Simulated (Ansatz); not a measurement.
Turn this script for Ansatz 0.2.0, Python API into the input file that the command-line program reads.

The script, `opt_c3h3o2.py`:
```python
"""Minimum-energy structure of C3H3O2."""

import logging
import sys
import warnings

import ansatz
import numpy as np

logging.basicConfig(stream=sys.stdout, format="%(levelname)s:%(name)s:%(message)s")
logger = logging.getLogger("c3h3o2")
logger.setLevel(logging.INFO)


def main() -> None:
    warnings.simplefilter("ignore", ansatz.DeckWarning)

    molecule = (
        ansatz.Crystal.molecule()
        .atom("C", [1.5397, -0.0514, 0.1632])
        .atom("C", [0.6191, -0.3838, -0.7361])
        .atom("C", [-0.8169, -0.1704, -0.523])
        .atom("O", [-1.63, -0.5113, -1.4217])
        .atom("O", [-1.2871, 0.402, 0.6562])
        .atom("H", [1.2701, 0.3994, 1.11])
        .atom("H", [2.5836, -0.2338, -0.0518])
        .atom("H", [-2.2785, 0.5493, 0.8032])
    )

    job = (
        molecule.calculation()
        .basis(gaussian="cc-pVDZ")
        .functional("pbe0", dispersion="d4")
        .spin("collinear", total=1)
        .accuracy("medium")
    )
    symbols = [site.symbol for site in molecule.cartesian_sites]
    start = np.array([site.position_ang for site in molecule.cartesian_sites], dtype=float)
    def progress(event):
        if event["event"] == "relax_step":
            row = event["data"]
            logger.info(f"step {row['step']:3d}  E = {row['lagrangian_ev']:.6f} eV  max force {row['allowed_force_max_ev_ang']:.4f} eV/A")


    data = job.relax(force_tolerance=0.01).session().plan().execute(on_event=progress).report
    end = np.array(data["positions_ang"])

    logger.info(f"E = {data['free_energy_ev']:.6f} eV = {data['free_energy_ev'] / 27.211386246:.7f} Ha")
    print("converged:", data["converged"], " doubts:", data["published_state_doubts"] or "none")

    logger.info("bond        before    after (A)")
    for i, j in [(0, 1), (0, 5), (0, 6), (1, 2), (2, 3), (2, 4), (4, 7)]:
        d0, d1 = (np.linalg.norm(xyz[i] - xyz[j]) for xyz in (start, end))
        print(f"{symbols[i]}{i}-{symbols[j]}{j}".ljust(10), f"{d0:8.4f} {d1:8.4f}")

    charges = data["charge_distribution"]
    dipole = np.array(charges["dipole_moment_e_ang"]) * 4.803205
    logger.info("dipole (D): {:.3f} {:.3f} {:.3f}, length {:.3f}".format(*dipole, np.linalg.norm(dipole)))
    logger.info("atom  Mulliken   Lowdin")
    for symbol, m, l in zip(symbols, charges["mulliken_charges_e"], charges["lowdin_charges_e"]):
        logger.info(f"{symbol:4s} {m:9.3f} {l:8.3f}")
    with open("c3h3o2_opt.xyz", "w") as handle:
        handle.write(f"{len(symbols)}\nrelaxed C3H3O2\n")
        handle.writelines(f"{s:2s} {x:11.6f} {y:11.6f} {z:11.6f}\n" for s, (x, y, z) in zip(symbols, end))


if __name__ == "__main__":
    main()
```

```console
$ python opt_c3h3o2.py
INFO:c3h3o2:step   1  E = -7243.184471 eV  max force 4.8452 eV/A
INFO:c3h3o2:step   2  E = -7243.732164 eV  max force 1.6585 eV/A
INFO:c3h3o2:step   3  E = -7243.818937 eV  max force 0.2474 eV/A
INFO:c3h3o2:step   4  E = -7243.821870 eV  max force 0.0827 eV/A
INFO:c3h3o2:step   5  E = -7243.821768 eV  max force 0.1705 eV/A
INFO:c3h3o2:step   6  E = -7243.822289 eV  max force 0.0508 eV/A
INFO:c3h3o2:step   7  E = -7243.822584 eV  max force 0.0268 eV/A
INFO:c3h3o2:step   8  E = -7243.822598 eV  max force 0.0052 eV/A
INFO:c3h3o2:E = -7243.822617 eV = -266.2055711 Ha
converged: True  doubts: none
INFO:c3h3o2:bond        before    after (A)
C0-C1        1.3292   1.3164
C0-H5        1.0827   1.1001
C0-H6        1.0813   1.0944
C1-C2        1.4673   1.4637
C2-O3        1.2590   1.2062
C2-O4        1.3926   1.3491
O4-H7        1.0130   0.9726
INFO:c3h3o2:dipole (D): 0.887 0.850 2.036, length 2.378
INFO:c3h3o2:atom  Mulliken   Lowdin
INFO:c3h3o2:C        0.007    0.012
INFO:c3h3o2:C       -0.122   -0.027
INFO:c3h3o2:C        0.223   -0.512
INFO:c3h3o2:O       -0.246    0.175
INFO:c3h3o2:O       -0.187    0.314
INFO:c3h3o2:H        0.081    0.035
INFO:c3h3o2:H        0.081    0.034
INFO:c3h3o2:H        0.163   -0.031
```

`input.yaml`:
```yaml
crystal:
  periodic: [false, false, false]
  atoms:
    - { symbol: C, position_ang: [1.5397, -0.0514, 0.1632] }
    - { symbol: C, position_ang: [0.6191, -0.3838, -0.7361] }
    - { symbol: C, position_ang: [-0.8169, -0.1704, -0.523] }
    - { symbol: O, position_ang: [-1.63, -0.5113, -1.4217] }
    - { symbol: O, position_ang: [-1.2871, 0.402, 0.6562] }
    - { symbol: H, position_ang: [1.2701, 0.3994, 1.11] }
    - { symbol: H, position_ang: [2.5836, -0.2338, -0.0518] }
    - { symbol: H, position_ang: [-2.2785, 0.5493, 0.8032] }
accuracy: medium
basis:
  gaussian:
    orbitals: cc-pVDZ
hamiltonian:
  xc: pbe0
  dispersion: d4
magnetization:
  spin_polarized: true
  initial_magnetization: 1.0
relax:
  f_tol: 0.01
```

The settings weren't tested for convergence. The end point is the stationary point reached from this start; no frequency run checks that it is a minimum, and the basis set is modest. The species is open-shell (spin multiplicity 2). The Löwdin charges here are taken after orthogonalising the functions within each atom; they differ from plain Löwdin charges, and their signs can be unphysical. Finished in 32 s on 1 thread of Intel(R) Xeon(R) Platinum 8488C (Sapphire Rapids), on a shared host, peak memory 0.29 GiB.

(Lines on the test bed's own set-up are left out of the output.)
